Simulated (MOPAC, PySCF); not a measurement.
C2H3N, SMILES `CC#N`, neutral singlet in the gas phase. 

Cartesian coordinates (Å):
```xyz
6

C     -0.4870    -0.0120     0.0001
C      0.9703     0.0238    -0.0002
N      2.1407     0.0525    -0.0006
H     -0.8566    -0.7636    -0.7255
H     -0.8681    -0.2787     1.0059
H     -0.8993     0.9779    -0.2798
```
Charge 0, multiplicity 1.

All levels are single points at this geometry (PBE-D3(BJ)/def2-SVP); Pople sets use spherical d functions. Orbital energies aren't observables, and empty levels follow the basis.

PM7 in MOPAC gives HOMO (eV) = -12.73.

Problem. Estimate the HOMO (eV) from each of these levels: PBE-D3(BJ)/def2-TZVP in PySCF; B3LYP/3-21G in PySCF; B3LYP/6-311+G** in PySCF; B3LYP/6-31G* in PySCF; BP86/6-31G* in PySCF; M06-2X/6-31G* in PySCF; PBE/6-31G* in PySCF; SVWN5/6-31G* in PySCF; HF/3-21G in PySCF; HF/6-31G* in PySCF; AM1 in MOPAC; PM6 in MOPAC.

Solution. 
```tsv
level	HOMO (eV)
PBE-D3(BJ)/def2-TZVP in PySCF	-8.01
B3LYP/3-21G in PySCF	-8.90
B3LYP/6-311+G** in PySCF	-9.17
B3LYP/6-31G* in PySCF	-8.81
BP86/6-31G* in PySCF	-7.80
M06-2X/6-31G* in PySCF	-10.50
PBE/6-31G* in PySCF	-7.69
SVWN5/6-31G* in PySCF	-7.83
HF/3-21G in PySCF	-12.36
HF/6-31G* in PySCF	-12.32
AM1 in MOPAC	-12.47
PM6 in MOPAC	-12.75
```
